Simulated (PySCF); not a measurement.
# Changing the system itself: SO (triplet)

How does SO (triplet) answer to another spin, charge, distance or environment?

The runs use PySCF 2.14.0; each script names its method and basis.

### 1 The starting structure

SO (triplet): 2 atoms, charge 0, spin multiplicity 3.

Bond lengths: S1–O2 1.427 Å.

### 2 Base script

Input file input.py:

```python
from pyscf import gto, dft

mol = gto.M(
    atom='S 0 0 0; O 0 0 1.427',
    basis='3-21g',
    charge=0,
    spin=2,
    verbose=4,
)
mf = dft.UKS(mol, xc='m06l')
mf.kernel()
mf.dip_moment()
print('orbital energies (hartree):', [e[max(0, n-3):n+3].round(4) for e, n in zip(mf.mo_energy, mol.nelec)])
```

The run is started by

```bash
> OMP_NUM_THREADS=1 python input.py
```

The log of this run is left out.

It gives: E(SCF) = -470.909169 Eh, 9 cycles, ⟨S²⟩ = 2.003, μ = 1.13 D.

The bond length is a typed value, not an optimised one. The triplet is typed in the script; nothing here shows that it is the ground state.

### 3 Charge +1 (doublet)

Variant 1 changes charge: 0 → 1; spin (2S): 2 → 1.

Input file input.py:

```python
from pyscf import gto, dft

mol = gto.M(
    atom='S 0 0 0; O 0 0 1.427',
    basis='3-21g',
    charge=1,
    spin=1,
    verbose=4,
)
mf = dft.UKS(mol, xc='m06l')
mf.kernel()
mf.dip_moment()
print('orbital energies (hartree):', [e[max(0, n-3):n+3].round(4) for e, n in zip(mf.mo_energy, mol.nelec)])
```

The run is started by

```bash
> OMP_NUM_THREADS=1 python input.py
```

### 4 Electric field 0.005 a.u.

Variant 2 changes electric field: none → 0.005 a.u.

Changes to input.py since step 2:

```diff
@@ -10,2 +10,7 @@
 mf = dft.UKS(mol, xc='m06l')
+field = 0.005  # electric field along z, atomic units
+h = mf.get_hcore() + field*mol.intor('int1e_r')[2]
+mf.get_hcore = lambda *args: h
+e_nuc = mol.energy_nuc() - field*mol.atom_charges() @ mol.atom_coords()[:, 2]
+mf.energy_nuc = lambda *args: e_nuc
 mf.kernel()
```

### 5 Bond 1.784 Å

Variant 3 changes bond length: 1.427 Å → 1.784 Å.

Changes to input.py since step 2:

```diff
@@ -3,3 +3,3 @@
 mol = gto.M(
-    atom='S 0 0 0; O 0 0 1.427',
+    atom='S 0 0 0; O 0 0 1.784',
     basis='3-21g',
```

Q: Predict the outcome of this session. Wanted: for each run, E(SCF); from base; gap, α spin; SCF dipole.

The runs gave:

```tsv
run	E(SCF) (hartree)	from base (eV)	cycles	gap, α spin (eV)	SCF dipole (D)
base	-470.909169	0	9	6.87	1.13
charge +1 (doublet)	-470.530641	+10.3003	30	0.12	n/a
electric field 0.005 a.u.	-470.907194	+0.0537	9	6.84	0.88
bond 1.784 Å	-470.938817	-0.8068	11	4.31	0.85
```

What this shows: Of the runs whose energies can be compared, “bond 1.784 Å” moves the SCF energy most (-0.807 eV). At the SCF level, going to the doublet with one electron fewer costs 10.30 eV at fixed geometry. With bond 1.784 Å the frontier gap moves by over 1.5 eV, which can mean another electronic state rather than the bond length alone.
